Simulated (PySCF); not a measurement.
# C₄H₃FS: NMR shifts in gas and solvents

Aim: compute the NMR shifts of C₄H₃FS (`Fc1cccs1`), and see what a dielectric continuum does where one was used.

Computed with PySCF 2.14.0, with density-fitted response routines of our own, on a single molecule, in the gas phase or a continuum. Atoms are numbered from 0 throughout.

**1. The starting structure**

9 atoms, charge 0, multiplicity 1; geometry from: GFN2-xTB. The atoms were then displaced at random by about 0.01 Å, so the start is not that level's minimum.

Bonds of the start (Å): F0–C1 1.36, C1–C2 1.36, C2–C3 1.36, C3–C4 1.35, C4–S5 1.73, S5–C1 1.74, C2–H6 1.08, C3–H7 1.09, C4–H8 1.08.

**2. Optimising the geometry at PBE0-D3(BJ)/def2-TZVP**

The job: settings as JSON, then the geometry in Å.

```
{"job": {"xc": "PBE0", "basis": "def2-TZVP", "d3": "d3bj", "grid": 2, "shake": 0.01, "kind": "geom"}, "charge": 0, "multiplicity": 1}
F      2.614450     0.353050     0.179750
C      1.260070     0.294310     0.091020
C      0.511650    -0.834270    -0.048690
C     -0.818210    -0.535810    -0.098430
C     -1.118530     0.780870    -0.013530
S      0.308050     1.744210     0.152560
H      0.965590    -1.818570    -0.095410
H     -1.595800    -1.285270    -0.203490
H     -2.069450     1.284330     0.002480
```

Launch:

```
$ OMP_NUM_THREADS=1 python probes_run.py task.json out
```

This one command runs all jobs of the session in turn.

Standard output:

```text
step   0  E = -651.93898665  max force = 0.051674
step   1  E = -651.93767510  max force = 0.015931
step   2  E = -651.94111836  max force = 0.011071
step   3  E = -651.94221136  max force = 0.010800
step   4  E = -651.94309346  max force = 0.002916
step   5  E = -651.94307333  max force = 0.003266
step   6  E = -651.94318625  max force = 0.000331
step   7  E = -651.94318760  max force = 0.000128
optimisation converged
```

It took 2.4 min on 1 thread of Arm Neoverse V1, shared host; peak memory 0.78 GiB.

Relaxation path: (the energy doesn't fall at every step)

```csv
step,energy from step 0 (eV),largest force component (eV/Å)
0,0.0000,2.6572
1,0.0357,0.8192
2,-0.0580,0.5693
3,-0.0877,0.5554
4,-0.1118,0.1499
5,-0.1112,0.1679
6,-0.1143,0.0170
7,-0.1143,0.0066
```

Close pairs (by a distance rule), those that changed most:

```csv
bond,before (Å),after (Å),change (Å)
C2–C3,1.364,1.421,+0.057
F0–C1,1.359,1.324,-0.034
C1–S5,1.736,1.716,-0.020
C4–S5,1.729,1.714,-0.015
C3–C4,1.353,1.360,+0.007
C1–C2,1.361,1.356,-0.006
C2–H6,1.085,1.081,-0.004
C3–H7,1.085,1.082,-0.004
```

The final coordinates are the input of the step that follows.

```csv
at the end point,value
point group (found at 0.08 Å tolerance),Cs
"rotational constants (GHz, main isotopes)","5.412, 3.239, 2.026"
dipole moment (D),1.49
```

**3. Shielding tensors: PBE0/pcSseg-2**

The job: settings as JSON, then the geometry in Å.

```
{"job": {"kind": "nmr", "xc": "PBE0", "basis": "pcSseg-2"}, "charge": 0, "multiplicity": 1}
F      2.433249     0.593136    -0.795150
C      1.182456     0.395809    -0.407047
C      0.621215    -0.782849    -0.041947
C     -0.743001    -0.602100     0.310968
C     -1.159505     0.688043     0.201923
S      0.097451     1.722739    -0.335614
H      1.156968    -1.721136    -0.030134
H     -1.388749    -1.406787     0.635368
H     -2.135828     1.097585     0.408001
```

With the program's defaults for keys left out, this is: GIAO PBE0/pcSseg-2 NMR shielding, non-relativistic, gas phase.

Standard output:

```text
coarse grid: 8920 points
cycle   1  E = -651.8829049127  dE =  1.157e+00  |g| = 5.218e-01  |ddm| = 2.411e+00
cycle   2  E = -651.8154529337  dE =  6.745e-02  |g| = 7.553e-01  |ddm| = 7.674e-01
cycle   3  E = -651.9324528208  dE = -1.170e-01  |g| = 1.061e-01  |ddm| = 5.192e-01
cycle   4  E = -651.9352031366  dE = -2.750e-03  |g| = 4.706e-02  |ddm| = 1.266e-01
cycle   5  E = -651.9356321618  dE = -4.290e-04  |g| = 1.197e-02  |ddm| = 3.669e-02
cycle   6  E = -651.9356591771  dE = -2.702e-05  |g| = 4.446e-03  |ddm| = 1.185e-02
cycle   7  E = -651.9356634196  dE = -4.242e-06  |g| = 1.511e-03  |ddm| = 3.598e-03
final grid: 84304 points
cycle   8  E = -651.9412042095  dE = -6.513e-05  |g| = 8.178e-03  |ddm| = 3.399e-02
cycle   9  E = -651.9411867157  dE =  1.749e-05  |g| = 1.163e-02  |ddm| = 1.339e-02
cycle  10  E = -651.9412194217  dE = -3.271e-05  |g| = 1.154e-03  |ddm| = 8.830e-03
cycle  11  E = -651.9412196844  dE = -2.627e-07  |g| = 5.161e-04  |ddm| = 1.225e-03
cycle  12  E = -651.9412197438  dE = -5.942e-08  |g| = 9.394e-05  |ddm| = 3.901e-04
cycle  13  E = -651.9412197451  dE = -1.326e-09  |g| = 5.156e-05  |ddm| = 8.734e-05
cycle  14  E = -651.9412197457  dE = -5.746e-10  |g| = 7.734e-06  |ddm| = 3.366e-05
converged SCF energy = -651.9412197457

GIAO shielding tensors (ppm)
atom      isotropic    diamagn.    paramagn.     s11        s22        s33       span
  0 F      311.369     465.021    -153.651    223.102    291.802    419.204    196.103
  1 C        3.220     253.883    -250.663    -64.765     25.523     48.904    113.669
  2 C       71.705     255.942    -184.237      3.469     58.577    153.069    149.600
  3 C       53.370     253.211    -199.840    -34.999     39.928    155.183    190.182
  4 C       64.217     258.324    -194.107    -30.622     79.461    143.814    174.436
  5 S      307.054    1057.156    -750.102    195.383    314.141    411.639    216.257
  6 H       24.794      31.356      -6.562     22.232     24.477     27.672      5.440
  7 H       24.537      31.071      -6.534     21.772     24.293     27.547      5.776
  8 H       24.850      30.401      -5.552     21.738     25.697     27.114      5.376
```

Wall time 35 s (1 thread of Arm Neoverse V1, shared host); peak memory 0.92 GiB.

The references, computed at this level on geometries of the same kind, shield at (ppm): 1H TMS 31.52, 13C TMS 186.0, 19F CFCl3 174.3, 33S CS2 513. Their shielding less the atom's gives the shift. The references are single molecules in the gas phase, so shifts against H2O, NH3, PH3, H3PO4 or CFCl3 are not on the usual liquid scales and can be off by tens of ppm.

```csv
atoms,environment,σ (ppm),δ (ppm)
C1,aromatic carbon bearing fluorine,3.2,182.8
C3,aromatic CH,53.4,132.7
C4,aromatic CH next to the ring sulfur,64.2,121.8
C2,aromatic CH,71.7,114.3
H7,hydrogen on an aromatic CH,24.54,6.99
H6,hydrogen on an aromatic CH,24.79,6.73
H8,hydrogen on an aromatic CH next to the ring sulfur,24.85,6.67
F0,aryl fluorine,311.4,-137.1
S5,aromatic ring sulfur,307,206
```

The run also stored atomic charges by several schemes (e):

```csv
atoms,Mulliken,IAO,Hirshfeld,ESP fit
F0,-0.24,-0.25,-0.08,-0.14
C1,0.21,0.14,0.05,0.22
C2,-0.08,-0.24,-0.10,-0.24
C3,-0.13,-0.17,-0.07,-0.18
C4,-0.07,-0.34,-0.10,-0.31
S5,0.12,0.35,0.11,0.06
```

Mayer bond orders: F0–C1 0.93, C1–C2 1.64, C2–C3 1.24, C3–C4 1.67, C4–S5 1.14, S5–C1 1.24.

Ring of atoms C1, C2, C3, C4, S5: NICS(0) -13.3, NICS(1) -8.9, NICS(1)zz -24.6 ppm (means of both faces).

**4. NMR shieldings: KT3/pcSseg-2**

Same as in step 3 but for these lines:

```diff
@@ -1,2 +1,2 @@
-{"job": {"kind": "nmr", "xc": "PBE0", "basis": "pcSseg-2"}, "charge": 0, "multiplicity": 1}
+{"job": {"kind": "nmr", "xc": "KT3", "basis": "pcSseg-2", "pop": false}, "charge": 0, "multiplicity": 1}
 F      2.433249     0.593136    -0.795150
```

Level: GIAO KT3/pcSseg-2 NMR shielding, non-relativistic, gas phase.

Standard output:

```text
coarse grid: 8920 points
cycle   1  E = -658.7960739537  dE =  1.008e+00  |g| = 6.839e-01  |ddm| = 2.636e+00
cycle   2  E = -658.5541869786  dE =  2.419e-01  |g| = 1.226e+00  |ddm| = 1.554e+00
cycle   3  E = -658.8729557612  dE = -3.188e-01  |g| = 2.266e-01  |ddm| = 1.195e+00
cycle   4  E = -658.8869841935  dE = -1.403e-02  |g| = 7.633e-02  |ddm| = 2.704e-01
cycle   5  E = -658.8881126773  dE = -1.128e-03  |g| = 3.327e-02  |ddm| = 8.131e-02
cycle   6  E = -658.8883429136  dE = -2.302e-04  |g| = 1.034e-02  |ddm| = 3.166e-02
cycle   7  E = -658.8883635217  dE = -2.061e-05  |g| = 5.445e-03  |ddm| = 1.089e-02
cycle   8  E = -658.8883714869  dE = -7.965e-06  |g| = 7.569e-04  |ddm| = 4.500e-03
final grid: 84304 points
cycle   9  E = -658.9107592097  dE = -3.228e-04  |g| = 2.011e-02  |ddm| = 2.055e-01
cycle  10  E = -658.9105915164  dE =  1.677e-04  |g| = 3.730e-02  |ddm| = 3.627e-02
cycle  11  E = -658.9108095619  dE = -2.180e-04  |g| = 4.172e-03  |ddm| = 2.714e-02
cycle  12  E = -658.9108115011  dE = -1.939e-06  |g| = 3.076e-03  |ddm| = 5.267e-03
cycle  13  E = -658.9108139997  dE = -2.499e-06  |g| = 4.205e-04  |ddm| = 2.393e-03
cycle  14  E = -658.9108140390  dE = -3.933e-08  |g| = 1.600e-04  |ddm| = 4.666e-04
cycle  15  E = -658.9108140436  dE = -4.593e-09  |g| = 8.542e-05  |ddm| = 1.965e-04
cycle  16  E = -658.9108140458  dE = -2.240e-09  |g| = 1.751e-05  |ddm| = 8.805e-05
cycle  17  E = -658.9108140459  dE = -7.526e-11  |g| = 3.019e-06  |ddm| = 1.287e-05
converged SCF energy = -658.9108140459

GIAO shielding tensors (ppm)
atom      isotropic    diamagn.    paramagn.     s11        s22        s33       span
  0 F      297.981     466.265    -168.284    209.479    283.649    400.814    191.335
  1 C       11.870     255.860    -243.990    -39.531     29.506     45.635     85.166
  2 C       79.188     258.172    -178.984     20.235     66.480    150.849    130.614
  3 C       62.065     255.157    -193.092    -16.141     50.997    151.339    167.480
  4 C       73.228     260.326    -187.098     -9.415     89.709    139.389    148.804
  5 S      341.977    1059.661    -717.684    236.062    344.461    445.407    209.346
  6 H       25.052      31.007      -5.955     22.708     24.721     27.728      5.020
  7 H       24.798      30.387      -5.589     22.161     24.465     27.769      5.607
  8 H       25.187      30.406      -5.220     22.015     25.761     27.784      5.769
```

Run time: 45 s. Hardware: 1 thread of Arm Neoverse V1, shared host; peak memory 0.72 GiB.

In short: δ C1 171.4, C3 121.2, C4 110.0, C2 104.0, H7 6.83, H6 6.58 ppm.

**5. NMR shieldings: wB97X-D/pcSseg-2**

Same as in step 4 but for these lines:

```diff
@@ -1,2 +1,2 @@
-{"job": {"kind": "nmr", "xc": "KT3", "basis": "pcSseg-2", "pop": false}, "charge": 0, "multiplicity": 1}
+{"job": {"kind": "nmr", "xc": "wB97X-D", "basis": "pcSseg-2", "pop": false}, "charge": 0, "multiplicity": 1}
 F      2.433249     0.593136    -0.795150
```

Method: GIAO wB97X-D/pcSseg-2 NMR shielding, non-relativistic, gas phase.

Standard output:

```text
coarse grid: 8920 points
cycle   1  E = -652.2019937266  dE =  1.345e+00  |g| = 5.403e-01  |ddm| = 2.366e+00
cycle   2  E = -652.2018686700  dE =  1.251e-04  |g| = 5.954e-01  |ddm| = 5.598e-01
cycle   3  E = -652.2599476381  dE = -5.808e-02  |g| = 4.909e-02  |ddm| = 2.982e-01
cycle   4  E = -652.2605166488  dE = -5.690e-04  |g| = 1.906e-02  |ddm| = 6.908e-02
cycle   5  E = -652.2606018308  dE = -8.518e-05  |g| = 8.875e-03  |ddm| = 2.897e-02
cycle   6  E = -652.2606221389  dE = -2.031e-05  |g| = 1.958e-03  |ddm| = 9.639e-03
cycle   7  E = -652.2606234542  dE = -1.315e-06  |g| = 6.732e-04  |ddm| = 3.351e-03
final grid: 84304 points
cycle   8  E = -652.2687900097  dE = -1.999e-04  |g| = 9.362e-03  |ddm| = 4.779e-02
cycle   9  E = -652.2687867719  dE =  3.238e-06  |g| = 1.058e-02  |ddm| = 1.040e-02
cycle  10  E = -652.2688043379  dE = -1.757e-05  |g| = 6.708e-04  |ddm| = 5.347e-03
cycle  11  E = -652.2688044191  dE = -8.124e-08  |g| = 3.038e-04  |ddm| = 8.815e-04
cycle  12  E = -652.2688044377  dE = -1.862e-08  |g| = 9.114e-05  |ddm| = 3.232e-04
cycle  13  E = -652.2688044403  dE = -2.569e-09  |g| = 1.899e-05  |ddm| = 1.448e-04
cycle  14  E = -652.2688044406  dE = -3.010e-10  |g| = 8.735e-06  |ddm| = 7.455e-05
converged SCF energy = -652.2688044406

GIAO shielding tensors (ppm)
atom      isotropic    diamagn.    paramagn.     s11        s22        s33       span
  0 F      315.970     464.976    -149.006    229.430    297.193    421.287    191.857
  1 C        1.021     253.899    -252.878    -72.605     25.310     50.359    122.964
  2 C       70.602     255.212    -184.611     -0.221     58.838    153.189    153.410
  3 C       51.725     252.738    -201.013    -39.747     38.969    155.952    195.699
  4 C       61.722     257.930    -196.208    -36.980     76.963    145.183    182.163
  5 S      300.581    1057.245    -756.664    182.908    319.333    399.503    216.595
  6 H       24.928      31.371      -6.443     22.335     24.565     27.885      5.550
  7 H       24.651      31.218      -6.567     21.931     24.380     27.644      5.713
  8 H       24.901      30.406      -5.505     21.890     25.789     27.023      5.132
```

It took 36 s on 1 thread of Arm Neoverse V1, shared host; peak memory 1.1 GiB.

In short: δ C1 185.3, C3 134.6, C4 124.6, C2 115.7, H7 6.98, H8 6.73 ppm.

**6. Nuclear shieldings: B97-2/pcSseg-2**

Same as in step 5 but for these lines:

```diff
@@ -1,2 +1,2 @@
-{"job": {"kind": "nmr", "xc": "wB97X-D", "basis": "pcSseg-2", "pop": false}, "charge": 0, "multiplicity": 1}
+{"job": {"kind": "nmr", "xc": "B97-2", "basis": "pcSseg-2", "pop": false}, "charge": 0, "multiplicity": 1}
 F      2.433249     0.593136    -0.795150
```

Level: GIAO B97-2/pcSseg-2 NMR shielding, non-relativistic, gas phase.

Standard output:

```text
coarse grid: 8920 points
cycle   1  E = -652.2397031763  dE =  1.124e+00  |g| = 5.423e-01  |ddm| = 2.415e+00
cycle   2  E = -652.1622916627  dE =  7.741e-02  |g| = 8.041e-01  |ddm| = 8.269e-01
cycle   3  E = -652.2922217473  dE = -1.299e-01  |g| = 1.149e-01  |ddm| = 5.563e-01
cycle   4  E = -652.2955318313  dE = -3.310e-03  |g| = 4.675e-02  |ddm| = 1.346e-01
cycle   5  E = -652.2959596528  dE = -4.278e-04  |g| = 1.379e-02  |ddm| = 3.768e-02
cycle   6  E = -652.2959969506  dE = -3.730e-05  |g| = 4.346e-03  |ddm| = 1.284e-02
cycle   7  E = -652.2960008307  dE = -3.880e-06  |g| = 1.727e-03  |ddm| = 3.708e-03
final grid: 84304 points
cycle   8  E = -652.2988240669  dE = -7.850e-05  |g| = 7.432e-03  |ddm| = 5.259e-02
cycle   9  E = -652.2988117178  dE =  1.235e-05  |g| = 1.103e-02  |ddm| = 1.022e-02
cycle  10  E = -652.2988320179  dE = -2.030e-05  |g| = 1.081e-03  |ddm| = 6.488e-03
cycle  11  E = -652.2988322226  dE = -2.046e-07  |g| = 6.227e-04  |ddm| = 1.269e-03
cycle  12  E = -652.2988323210  dE = -9.842e-08  |g| = 9.615e-05  |ddm| = 5.708e-04
cycle  13  E = -652.2988323227  dE = -1.777e-09  |g| = 4.561e-05  |ddm| = 9.980e-05
cycle  14  E = -652.2988323232  dE = -4.613e-10  |g| = 1.186e-05  |ddm| = 3.703e-05
converged SCF energy = -652.2988323232

GIAO shielding tensors (ppm)
atom      isotropic    diamagn.    paramagn.     s11        s22        s33       span
  0 F      311.357     465.583    -154.226    224.396    293.063    416.612    192.216
  1 C        5.734     254.142    -248.408    -59.425     27.201     49.425    108.850
  2 C       73.511     256.210    -182.698      7.130     60.589    152.815    145.685
  3 C       55.454     253.668    -198.214    -30.971     42.754    154.578    185.550
  4 C       66.064     258.377    -192.313    -26.284     81.300    143.176    169.460
  5 S      313.564    1057.657    -744.093    202.547    322.066    416.077    213.530
  6 H       24.958      31.470      -6.512     22.418     24.637     27.819      5.401
  7 H       24.692      31.199      -6.507     21.971     24.438     27.668      5.697
  8 H       25.012      30.451      -5.439     21.905     25.826     27.303      5.399
```

Run time: 27 s. Hardware: 1 thread of Arm Neoverse V1, shared host; peak memory 0.92 GiB.

In short: δ C1 179.6, C3 129.9, C4 119.3, C2 111.9, H7 6.94, H6 6.68 ppm.

**7. Nuclear shieldings: WP04/pcSseg-2 in chloroform**

Same as in step 6 but for these lines:

```diff
@@ -1,2 +1,2 @@
-{"job": {"kind": "nmr", "xc": "B97-2", "basis": "pcSseg-2", "pop": false}, "charge": 0, "multiplicity": 1}
+{"job": {"kind": "nmr", "xc": "WP04", "basis": "pcSseg-2", "pop": false, "solvent": "chloroform"}, "charge": 0, "multiplicity": 1}
 F      2.433249     0.593136    -0.795150
```

With the program's defaults for keys left out, this is: GIAO WP04/pcSseg-2 NMR shielding, non-relativistic, IEF-PCM chloroform.

Standard output:

```text
coarse grid: 8920 points
cycle   1  E = -661.5100871313  dE =  1.046e+00  |g| = 8.198e-01  |ddm| = 2.464e+00
cycle   2  E = -661.3465428148  dE =  1.635e-01  |g| = 1.214e+00  |ddm| = 1.289e+00
cycle   3  E = -661.6207877635  dE = -2.742e-01  |g| = 1.806e-01  |ddm| = 8.335e-01
cycle   4  E = -661.6280030855  dE = -7.215e-03  |g| = 6.400e-02  |ddm| = 1.767e-01
cycle   5  E = -661.6288660283  dE = -8.629e-04  |g| = 2.470e-02  |ddm| = 5.634e-02
cycle   6  E = -661.6289920542  dE = -1.260e-04  |g| = 6.768e-03  |ddm| = 2.098e-02
cycle   7  E = -661.6290015378  dE = -9.484e-06  |g| = 2.519e-03  |ddm| = 5.368e-03
final grid: 84304 points
cycle   8  E = -661.6385667417  dE = -1.046e-04  |g| = 8.491e-03  |ddm| = 4.377e-02
cycle   9  E = -661.6385371696  dE =  2.957e-05  |g| = 1.401e-02  |ddm| = 1.424e-02
cycle  10  E = -661.6385829980  dE = -4.583e-05  |g| = 1.364e-03  |ddm| = 9.239e-03
cycle  11  E = -661.6385832780  dE = -2.800e-07  |g| = 8.360e-04  |ddm| = 1.554e-03
cycle  12  E = -661.6385834532  dE = -1.752e-07  |g| = 1.759e-04  |ddm| = 6.685e-04
cycle  13  E = -661.6385834585  dE = -5.311e-09  |g| = 6.843e-05  |ddm| = 1.319e-04
cycle  14  E = -661.6385834593  dE = -8.126e-10  |g| = 1.115e-05  |ddm| = 4.414e-05
converged SCF energy = -661.6385834593

GIAO shielding tensors (ppm)
atom      isotropic    diamagn.    paramagn.     s11        s22        s33       span
  0 F      315.282     469.134    -153.852    235.904    304.604    405.337    169.433
  1 C      -10.705     256.504    -267.209    -78.927     11.550     35.262    114.189
  2 C       57.584     255.861    -198.277    -12.086     42.882    141.956    154.042
  3 C       40.807     254.240    -213.433    -48.383     27.439    143.364    191.747
  4 C       47.628     258.951    -211.323    -48.398     60.711    130.571    178.970
  5 S      257.468    1060.880    -803.412    138.478    278.925    355.000    216.522
  6 H       25.177      31.090      -5.914     22.638     24.834     28.058      5.419
  7 H       24.974      30.886      -5.912     22.326     24.810     27.786      5.459
  8 H       25.082      30.125      -5.043     22.156     25.980     27.111      4.955
```

It took 30 s on 1 thread of Arm Neoverse V1, shared host; peak memory 1 GiB.

Key values: δ C1 185.8, C3 134.3, C4 127.5, C2 117.5, H7 6.89, H8 6.79 ppm.

**8. NMR shieldings: wB97X-D/pcSseg-2 in chloroform**

Same as in step 7 but for these lines:

```diff
@@ -1,2 +1,2 @@
-{"job": {"kind": "nmr", "xc": "WP04", "basis": "pcSseg-2", "pop": false, "solvent": "chloroform"}, "charge": 0, "multiplicity": 1}
+{"job": {"kind": "nmr", "xc": "wB97X-D", "basis": "pcSseg-2", "pop": false, "solvent": "chloroform"}, "charge": 0, "multiplicity": 1}
 F      2.433249     0.593136    -0.795150
```

With the program's defaults for keys left out, this is: GIAO wB97X-D/pcSseg-2 NMR shielding, non-relativistic, IEF-PCM chloroform.

Standard output:

```text
coarse grid: 8920 points
cycle   1  E = -652.2056096036  dE =  1.342e+00  |g| = 5.361e-01  |ddm| = 2.365e+00
cycle   2  E = -652.2075210567  dE = -1.911e-03  |g| = 5.819e-01  |ddm| = 5.626e-01
cycle   3  E = -652.2629513809  dE = -5.543e-02  |g| = 4.556e-02  |ddm| = 2.904e-01
cycle   4  E = -652.2634344959  dE = -4.831e-04  |g| = 1.872e-02  |ddm| = 6.699e-02
cycle   5  E = -652.2635114190  dE = -7.692e-05  |g| = 8.946e-03  |ddm| = 2.910e-02
cycle   6  E = -652.2635315140  dE = -2.010e-05  |g| = 1.259e-03  |ddm| = 9.840e-03
cycle   7  E = -652.2635324591  dE = -9.450e-07  |g| = 6.344e-04  |ddm| = 3.622e-03
final grid: 84304 points
cycle   8  E = -652.2716415274  dE = -1.999e-04  |g| = 9.109e-03  |ddm| = 4.748e-02
cycle   9  E = -652.2716401765  dE =  1.351e-06  |g| = 9.988e-03  |ddm| = 1.003e-02
cycle  10  E = -652.2716553329  dE = -1.516e-05  |g| = 6.830e-04  |ddm| = 4.802e-03
cycle  11  E = -652.2716554100  dE = -7.709e-08  |g| = 3.501e-04  |ddm| = 8.889e-04
cycle  12  E = -652.2716554344  dE = -2.444e-08  |g| = 8.455e-05  |ddm| = 3.464e-04
cycle  13  E = -652.2716554369  dE = -2.462e-09  |g| = 2.511e-05  |ddm| = 1.449e-04
cycle  14  E = -652.2716554372  dE = -3.388e-10  |g| = 1.203e-05  |ddm| = 6.874e-05
converged SCF energy = -652.2716554372

GIAO shielding tensors (ppm)
atom      isotropic    diamagn.    paramagn.     s11        s22        s33       span
  0 F      320.550     465.490    -144.940    236.655    302.126    422.868    186.213
  1 C        1.611     254.104    -252.493    -72.322     27.498     49.656    121.978
  2 C       69.657     255.180    -185.523     -1.740     57.125    153.587    155.327
  3 C       51.048     252.905    -201.857    -40.576     37.294    156.427    197.003
  4 C       60.565     257.841    -197.276    -38.262     74.851    145.107    183.369
  5 S      302.214    1057.174    -754.960    187.109    322.988    396.545    209.435
  6 H       24.707      31.078      -6.372     22.049     24.335     27.735      5.686
  7 H       24.449      31.007      -6.558     21.666     24.207     27.475      5.810
  8 H       24.622      30.007      -5.385     21.527     25.481     26.857      5.329
```

It took 35 s on 1 thread of Arm Neoverse V1, shared host; peak memory 1.1 GiB.

This run: δ C1 185.5, C3 136.1, C4 126.5, C2 117.4, H7 7.16, H8 6.99 ppm.

**9. Run by run: NMR shifts**

Shifts (ppm) of some atoms, chosen among heavy atoms and hydrogens apart, with basis size and wall time:

```csv
run,C1,C3,C4,H7,H8,F0,S5,functions,time
PBE0/pcSseg-2,182.8,132.7,121.8,6.99,6.67,-137.1,206,265,35 s
KT3/pcSseg-2,171.4,121.2,110.0,6.83,6.44,-152.5,193,265,45 s
wB97X-D/pcSseg-2,185.3,134.6,124.6,6.98,6.73,-131.0,210,265,36 s
B97-2/pcSseg-2,179.6,129.9,119.3,6.94,6.62,-135.4,204,265,27 s
WP04/pcSseg-2 in chloroform,185.8,134.3,127.5,6.89,6.79,-136.3,222,265,30 s
wB97X-D/pcSseg-2 in chloroform,185.5,136.1,126.5,7.16,6.99,-133.4,208,265,35 s
```

**10. Outcome**

| quantity | value |
| --- | --- |
| point group | Cs |
| rotational constants (main isotopes) | 5.41, 3.24, 2.03 GHz |
| 13C shifts against TMS (PBE0/pcSseg-2) | 182.8, 132.7, 121.8, 114.3 ppm |
| 1H shifts against TMS (PBE0/pcSseg-2) | 6.99, 6.73, 6.67 ppm |
| 19F shifts against CFCl3 (PBE0/pcSseg-2) | -137.1 ppm |
| 33S shifts against CS2 (PBE0/pcSseg-2) | 206 ppm |
| range of the shift of F0 (wB97X-D/pcSseg-2 runs) | -133.4 to -131.0 ppm |

What this shows: Relaxing lowered the energy by 0.114 eV in 7 steps; the close pair that moved most is C2–C3, from 1.364 to 1.421 Å. At PBE0/pcSseg-2: The largest span, 216 ppm, is at S5, where the paramagnetic term is -750 ppm. NICS(1)zz of -25 ppm above the planar ring from C1 marks a diatropic (aromatic) ring current. At one level, wB97X-D/pcSseg-2: In ppm, F0 moves most: its shift spreads over 2.4 ppm, from -133.4 (wB97X-D/pcSseg-2 in chloroform) to -131.0 (wB97X-D/pcSseg-2).
